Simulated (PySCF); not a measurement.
Species: C4H7FS.
SMILES with atom numbers: `[CH3:1][C@@H:2]1[CH2:3][S:4][C@@H:5]1[F:6]` (hydrogens: H7, H8, H9 on C1; H10 on C2; H11, H12 on C3; H13 on C5)

Structure used (GFN2-xTB), in Å, numbered top down from 1:
```
atom  x, y, z in Å
C1     1.387   -0.474    0.078
C2     0.021    0.071    0.456
C3    -1.170   -0.824    0.090
S4    -2.116    0.583   -0.608
C5    -0.448    1.289   -0.357
F6     0.228    1.456   -1.529
H7     2.162    0.250    0.320
H8     1.582   -1.393    0.625
H9     1.432   -0.682   -0.988
H10   -0.001    0.323    1.520
H11   -1.683   -1.305    0.919
H12   -0.946   -1.552   -0.687
H13   -0.452    2.260    0.144
```

Computed with PySCF, TDDFT PBE0/def2-SVPD, vertical, gas phase, core orbitals frozen in the response.

Ground-to-excited transition dipoles (e·a0, same axes as the geometry; the sign carries no meaning), for the states with f of 0.002 or more among the lowest 6:

| state | E (eV) | μx | μy | μz |
| --- | --- | --- | --- | --- |
| S2 | 6.351 | 0.347 | -0.095 | -0.227 |
| S3 | 6.445 | 0.003 | -0.102 | -0.290 |
| S4 | 6.888 | 0.177 | 0.361 | -0.106 |
| S5 | 7.119 | 0.203 | -0.228 | 0.226 |
| S6 | 7.397 | -0.221 | -0.245 | -0.110 |

(1) Work out the oscillator strengths.

(2) What angle do the transition dipoles of S5 and S6 make?

## Answers

(1) f = (2/3) ΔE |μ|² with ΔE in hartree (27.2114 eV).

```tsv
state	|μ|² (au)	|μ| (D)	f
S2	0.181	1.08	0.028
S3	0.094	0.78	0.015
S4	0.173	1.06	0.029
S5	0.144	0.97	0.025
S6	0.121	0.89	0.022
```

(2) |cos θ| = |μa·μb| / (|μa| |μb|) = 0.11, so θ ≈ 84° (taken between 0 and 90°, since the signs are arbitrary).

Hardware: Intel Xeon at 2.50 GHz, one thread (shared host). Cost: 55 s of wall time, 0.75 GiB resident at most.

One conformer stands for the species.
